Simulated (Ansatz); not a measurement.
**Down a group: vertical ionisation energies of GaSiH3 (H-bridged), GaGeH₃ (H-bridged)**

Ansatz 0.2.0, basis cc-pVDZ; geometries are PBE0/def2-TZVP minima. Wave-function levels freeze the cores with the filled d shells of p-block atoms; HF, MP2 and coupled cluster are restricted for singlets and unrestricted otherwise, restricted open-shell where a d shell is frozen. MRCISD+Q stands on CASSCF in the full valence space. The reference is CCSDT(Q) (coupled cluster only where its series has nearly closed). An error is the level's value less the reference. None of these values is a measured one. Energies are electronic, without zero-point terms. No spin–orbit coupling and no scalar relativity. The set is small: such energies can lie up to about 0.3 eV from the limit, spin gaps mostly less, so near ties and functionals' places can change in larger sets. The species are chosen: bound, without strong static correlation by their natural occupations or amplitudes, in their lowest spin state as far as vertical gaps and like structures tell, with only the lowest ion state computed, and with a ladder that closes on the reference, so errors are smaller than for species at large; levels whose determinant breaks symmetry or spin markedly are left out.

```
                    species                                                                    bonds (Å)                            quantity  symmetry of the states  reference  value (eV)  error MP2  error CCSD  error CCSD(T)  error CCSDT  error MRCISD+Q
GaSiH3 (H-bridged), singlet  Si–Ga 2.262, Si–H 1.596, Ga–H 1.580, angles at Ga 159°, angles at Si 61/82°  vertical ionisation to the doublet                 A' / A'   CCSDT(Q)       8.673      0.031      -0.042          0.000       -0.005           0.002
GaGeH3 (H-bridged), singlet  Ga–Ge 2.318, Ge–H 1.690, Ga–H 1.578, angles at Ga 157°, angles at Ge 57/78°  vertical ionisation to the doublet                 A' / A'   CCSDT(Q)       8.484     -0.012      -0.054         -0.003       -0.006           0.002
```

The reference falls from Si to Ge, by 0.189 eV in all.
